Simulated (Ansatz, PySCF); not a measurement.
How well does each level of theory give the bulk modulus of zinc-blende GaP?

Reference value: 89.6 GPa (measured, 0 K value with the zero-point phonon effect removed; as tabulated in Mejia-Rodriguez and Trickey (2018), arXiv:1807.09216).

Task: Put these levels in order of the bulk modulus that they give for zinc-blende GaP, smallest first: MP2 (PySCF), PBE-D3(BJ) (Ansatz, a program for electronic structure), rVV10 (Ansatz).

Result: rVV10 (75.2 GPa), PBE-D3(BJ) (83.8 GPa), MP2 (90.4 GPa)

Unless a cell is named, each level is at its own relaxed cell (PBE-D3(BJ) 20.19, rVV10 21.08, MP2 20.71 Å³/atom).

Errors against the reference: PBE-D3(BJ) -6.5 %, rVV10 -16.1 %, MP2 +0.9 %.

A ± on a computed value is a rough bar: the spread of its extrapolation, a floor set from checks against published values, or a statistical error. Each level is taken at its own relaxed cell. Ansatz's density-functional and Hartree–Fock values are scalar-relativistic unless marked +SOC, with PAW data made under PBE.

Differences are worked out from the printed values.
